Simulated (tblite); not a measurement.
A geometry optimisation, step by step.

Compound: C3H9OP.
Atom-mapped SMILES: `[CH3:1][O:2][CH2:3][PH:4][CH3:5]` (hydrogens: H6, H7, H8 on C1; H9, H10 on C3; H11 on P4; H12, H13, H14 on C5)

Computed with GFN2-xTB (tblite), gas phase: L-BFGS steps from a force-field or distance-geometry start until the largest atomic force falls under 0.01 eV/Å. 10 of its 95 geometries are shown.

Step 0: E = -476.9961 eV, largest atomic force 2.738 eV/Å
```
atom  x, y, z in Å  |  force x, y, z in eV/Å
C1     -2.009    0.532   -0.162   -1.442  -0.416  -0.951
O2     -1.155    1.097    0.763    0.844   0.223   0.279
C3     -0.379    0.106    1.401   -0.631  -0.875   0.784
P4      0.588   -0.760    0.089   -0.721  -0.654  -2.559
C5      2.263   -0.039   -0.154    0.904  -0.306   0.800
H6     -2.723   -0.185    0.329    0.312   0.477  -0.168
H7     -1.471   -0.071   -0.942   -0.297   0.591   0.462
H8     -2.610    1.332   -0.668    0.637  -0.511   0.549
H9     -1.121   -0.623    1.835    0.601   0.073  -0.106
H10     0.219    0.499    2.235   -0.128   0.356  -0.316
H11     0.600   -2.197    0.238    0.628   1.063   1.072
H12     2.905   -0.815   -0.630   -0.427   0.506   0.435
H13     2.166    0.792   -0.869   -0.103  -0.245   0.358
H14     2.726    0.331    0.793   -0.178  -0.282  -0.640
```

Step 10: E = -478.0761 eV, largest atomic force 0.461 eV/Å
```
atom  x, y, z in Å  |  force x, y, z in eV/Å
C1     -2.131    0.573   -0.161    0.090   0.093   0.141
O2     -1.173    1.040    0.755   -0.012   0.038  -0.162
C3     -0.373   -0.005    1.213    0.287   0.189   0.018
P4      0.558   -0.872   -0.159    0.095  -0.278  -0.219
C5      2.227   -0.074   -0.139   -0.182  -0.031   0.038
H6     -2.815   -0.102    0.359   -0.264  -0.002  -0.140
H7     -1.637    0.024   -0.973   -0.120   0.037  -0.065
H8     -2.629    1.451   -0.555   -0.213   0.010  -0.014
H9     -0.949   -0.766    1.751   -0.267  -0.107  -0.025
H10     0.323    0.443    1.909    0.316   0.146   0.303
H11     0.935   -1.875    0.714    0.075  -0.344   0.141
H12     2.900   -0.820   -0.556    0.107   0.103  -0.134
H13     2.214    0.813   -0.767    0.086   0.027   0.014
H14     2.549    0.169    0.868    0.001   0.120   0.102
```

Step 21: E = -478.1596 eV, largest atomic force 0.161 eV/Å
```
atom  x, y, z in Å  |  force x, y, z in eV/Å
C1     -2.162    0.601   -0.166    0.021   0.020  -0.019
O2     -1.116    1.027    0.667    0.083  -0.063   0.040
C3     -0.339   -0.023    1.173    0.068  -0.072   0.045
P4      0.618   -1.008   -0.136   -0.068   0.133   0.059
C5      2.231   -0.095   -0.128   -0.032   0.047   0.031
H6     -2.871   -0.051    0.361    0.097  -0.022   0.040
H7     -1.756    0.067   -1.032   -0.084  -0.049  -0.055
H8     -2.682    1.499   -0.491    0.002   0.045  -0.053
H9     -0.962   -0.743    1.730   -0.057   0.001  -0.109
H10     0.359    0.436    1.880    0.051   0.008  -0.030
H11     1.021   -1.959    0.805    0.000  -0.051   0.052
H12     2.994   -0.736   -0.571   -0.076   0.044   0.010
H13     2.147    0.812   -0.724   -0.044  -0.026  -0.026
H14     2.518    0.173    0.887    0.039  -0.016   0.016
```

Step 31: E = -478.1752 eV, largest atomic force 0.066 eV/Å
```
atom  x, y, z in Å  |  force x, y, z in eV/Å
C1     -2.147    0.610   -0.175   -0.012   0.003  -0.027
O2     -1.048    1.018    0.598    0.016  -0.027   0.035
C3     -0.326   -0.045    1.158   -0.006  -0.036   0.034
P4      0.635   -1.049   -0.112   -0.048   0.033   0.022
C5      2.212   -0.084   -0.109    0.036   0.007  -0.020
H6     -2.826   -0.031    0.404    0.042   0.048  -0.015
H7     -1.826    0.062   -1.071    0.027  -0.019   0.046
H8     -2.664    1.520   -0.473   -0.013  -0.017  -0.009
H9     -0.996   -0.739    1.694   -0.019   0.051  -0.038
H10     0.368    0.406    1.876   -0.028  -0.023  -0.013
H11     1.040   -1.982    0.849    0.029  -0.022   0.030
H12     2.979   -0.694   -0.582    0.028   0.023  -0.015
H13     2.075    0.820   -0.700   -0.017   0.014  -0.004
H14     2.526    0.187    0.899   -0.034  -0.035  -0.027
```

Step 42: E = -478.1810 eV, largest atomic force 0.082 eV/Å
```
atom  x, y, z in Å  |  force x, y, z in eV/Å
C1     -2.125    0.615   -0.175    0.044   0.004  -0.003
O2     -1.020    1.024    0.592   -0.031  -0.025   0.002
C3     -0.331   -0.054    1.164   -0.018   0.014  -0.005
P4      0.629   -1.066   -0.099    0.032   0.015  -0.006
C5      2.194   -0.079   -0.121   -0.003   0.010  -0.023
H6     -2.804   -0.007    0.424   -0.006   0.061  -0.054
H7     -1.799    0.037   -1.050   -0.018  -0.013   0.014
H8     -2.637    1.518   -0.502    0.022  -0.021   0.018
H9     -1.037   -0.730    1.671    0.013  -0.028   0.030
H10     0.353    0.373    1.902    0.002  -0.002   0.001
H11     1.061   -1.977    0.870    0.000  -0.026   0.020
H12     2.970   -0.662   -0.615   -0.017  -0.011  -0.004
H13     2.034    0.833   -0.694   -0.031   0.005   0.025
H14     2.512    0.173    0.890    0.010   0.018  -0.016
```

Step 52: E = -478.1957 eV, largest atomic force 0.096 eV/Å
```
atom  x, y, z in Å  |  force x, y, z in eV/Å
C1     -2.048    0.634   -0.201    0.055  -0.004   0.049
O2     -0.963    0.987    0.621   -0.028  -0.001  -0.029
C3     -0.342   -0.123    1.212   -0.025   0.036  -0.022
P4      0.633   -1.141   -0.029    0.047   0.052  -0.034
C5      2.118   -0.045   -0.152   -0.018   0.007  -0.002
H6     -2.842    0.163    0.387   -0.060  -0.043   0.036
H7     -1.730   -0.064   -0.983   -0.003   0.004  -0.062
H8     -2.424    1.552   -0.645    0.036   0.028  -0.025
H9     -1.083   -0.791    1.675   -0.054   0.017   0.077
H10     0.320    0.280    1.984    0.028  -0.039   0.011
H11     1.140   -1.979    0.968    0.030  -0.053   0.034
H12     2.870   -0.539   -0.762    0.021  -0.005  -0.027
H13     1.815    0.878   -0.644    0.002   0.013  -0.019
H14     2.534    0.187    0.827   -0.031  -0.012   0.012
```

Step 63: E = -478.1987 eV, largest atomic force 0.025 eV/Å
```
atom  x, y, z in Å  |  force x, y, z in eV/Å
C1     -2.027    0.637   -0.208   -0.008   0.001  -0.004
O2     -0.946    0.972    0.625    0.020   0.013   0.006
C3     -0.347   -0.142    1.228    0.001  -0.012   0.007
P4      0.635   -1.161   -0.011    0.006   0.003   0.007
C5      2.094   -0.035   -0.161   -0.002   0.002   0.010
H6     -2.849    0.200    0.372    0.001  -0.004   0.001
H7     -1.722   -0.082   -0.980    0.015   0.011  -0.003
H8     -2.359    1.561   -0.677    0.002  -0.007   0.004
H9     -1.104   -0.790    1.697    0.006  -0.005  -0.001
H10     0.320    0.247    2.004   -0.009   0.009  -0.016
H11     1.174   -1.982    0.986    0.000  -0.016   0.003
H12     2.843   -0.505   -0.796   -0.015   0.004   0.007
H13     1.762    0.888   -0.634   -0.001   0.001  -0.011
H14     2.526    0.192    0.813   -0.017  -0.001  -0.010
```

Step 73: E = -478.1994 eV, largest atomic force 0.034 eV/Å
```
atom  x, y, z in Å  |  force x, y, z in eV/Å
C1     -2.013    0.639   -0.212   -0.007  -0.003   0.000
O2     -0.940    0.970    0.631    0.033   0.008   0.000
C3     -0.346   -0.147    1.236   -0.007  -0.005   0.020
P4      0.630   -1.171   -0.005   -0.009   0.016   0.009
C5      2.077   -0.033   -0.164    0.010   0.001   0.002
H6     -2.838    0.199    0.362   -0.014  -0.010  -0.013
H7     -1.702   -0.075   -0.986    0.004   0.013   0.004
H8     -2.342    1.566   -0.678    0.000  -0.011   0.006
H9     -1.104   -0.791    1.709    0.005   0.003  -0.010
H10     0.323    0.246    2.008    0.002  -0.018  -0.009
H11     1.183   -1.992    0.986   -0.011   0.008   0.011
H12     2.830   -0.500   -0.796    0.004   0.006   0.007
H13     1.738    0.885   -0.642   -0.010  -0.001  -0.016
H14     2.505    0.205    0.809    0.000  -0.006  -0.010
```

Step 84: E = -478.2004 eV, largest atomic force 0.029 eV/Å
```
atom  x, y, z in Å  |  force x, y, z in eV/Å
C1     -1.996    0.641   -0.214    0.000   0.004   0.009
O2     -0.938    0.971    0.650   -0.001  -0.008  -0.015
C3     -0.345   -0.151    1.247   -0.019   0.016   0.005
P4      0.619   -1.177    0.001   -0.008   0.004   0.005
C5      2.059   -0.032   -0.172    0.008   0.000  -0.017
H6     -2.820    0.171    0.337    0.013   0.003  -0.015
H7     -1.660   -0.048   -1.001   -0.010   0.023   0.014
H8     -2.337    1.573   -0.660    0.005  -0.016   0.005
H9     -1.104   -0.790    1.724   -0.003  -0.019  -0.005
H10     0.334    0.234    2.013   -0.009   0.002   0.009
H11     1.175   -1.990    0.996    0.014   0.003   0.003
H12     2.824   -0.506   -0.784    0.003  -0.008  -0.007
H13     1.716    0.871   -0.678    0.001  -0.015   0.010
H14     2.473    0.232    0.799    0.004   0.011  -0.002
```

Step 94: E = -478.2021 eV, largest atomic force 0.009 eV/Å
```
atom  x, y, z in Å  |  force x, y, z in eV/Å
C1     -1.952    0.657   -0.222    0.002  -0.002   0.002
O2     -0.930    0.962    0.692    0.000   0.000  -0.003
C3     -0.358   -0.174    1.281   -0.004   0.008  -0.001
P4      0.613   -1.205    0.043   -0.006   0.000  -0.002
C5      2.019   -0.030   -0.202    0.000   0.002  -0.003
H6     -2.781    0.137    0.274   -0.001   0.001  -0.001
H7     -1.576    0.023   -1.034   -0.001  -0.004  -0.002
H8     -2.303    1.604   -0.627    0.005   0.000   0.007
H9     -1.130   -0.814    1.737    0.004  -0.002  -0.001
H10     0.311    0.195    2.063   -0.004   0.000   0.004
H11     1.215   -1.970    1.048    0.001  -0.001   0.001
H12     2.792   -0.519   -0.791    0.002   0.002  -0.003
H13     1.648    0.832   -0.754    0.002  -0.003  -0.003
H14     2.430    0.301    0.750    0.001   0.000   0.005
```

Q: Summarise the path.

A: The energy falls by 1.2060 eV from step 0 to step 94; nine tenths of that is first reached at step 11. It falls at every step. The largest force goes from 2.738 to 0.009 eV/Å. Among the bonds P4–H11 changes most, from 1.445 to 1.400 Å; the atoms move by 0.424 Å rms after alignment.

Q: Follow the three bonds and two angles with the largest change from start to end.

A: 
```tsv
step	E above end (eV)	largest force (eV/Å)	P4–H11 (Å)	C3–P4 (Å)	C1–H8 (Å)	C3–P4–H11 (°)	C5–P4–H11 (°)
0	1.2060	2.738	1.445	1.846	1.121	113.4	113.3
4	0.5667	0.920	1.420	1.953	1.076	99.3	104.1
8	0.2354	0.849	1.374	1.851	1.091	92.6	95.9
12	0.0926	0.319	1.391	1.895	1.085	90.6	94.0
16	0.0686	0.173	1.401	1.877	1.089	91.6	94.5
20	0.0462	0.163	1.395	1.893	1.085	91.8	94.4
25	0.0342	0.108	1.403	1.885	1.090	92.6	95.5
29	0.0289	0.094	1.398	1.885	1.087	92.5	95.5
33	0.0257	0.054	1.401	1.879	1.089	92.4	95.9
37	0.0231	0.077	1.402	1.881	1.087	92.5	95.9
41	0.0216	0.064	1.399	1.882	1.089	92.4	95.4
45	0.0184	0.101	1.401	1.881	1.087	92.9	95.7
49	0.0099	0.125	1.401	1.884	1.088	92.7	96.6
53	0.0056	0.106	1.397	1.879	1.089	92.6	96.6
57	0.0040	0.035	1.401	1.881	1.088	92.6	97.0
61	0.0036	0.027	1.400	1.881	1.088	92.7	96.6
65	0.0033	0.020	1.399	1.881	1.088	93.0	96.4
69	0.0030	0.017	1.400	1.881	1.088	93.3	96.4
74	0.0026	0.028	1.400	1.882	1.089	93.2	96.5
78	0.0022	0.020	1.400	1.881	1.088	93.1	96.7
82	0.0019	0.017	1.400	1.881	1.088	92.9	96.7
86	0.0014	0.044	1.400	1.881	1.089	92.9	96.7
90	0.0002	0.026	1.401	1.882	1.088	92.9	96.6
94	0.0000	0.009	1.400	1.882	1.088	92.8	96.6
```

The cost below is that of the whole relaxation. On an Arm Neoverse V1 with one thread, no GPU, on a shared host, this took 0.46 s.
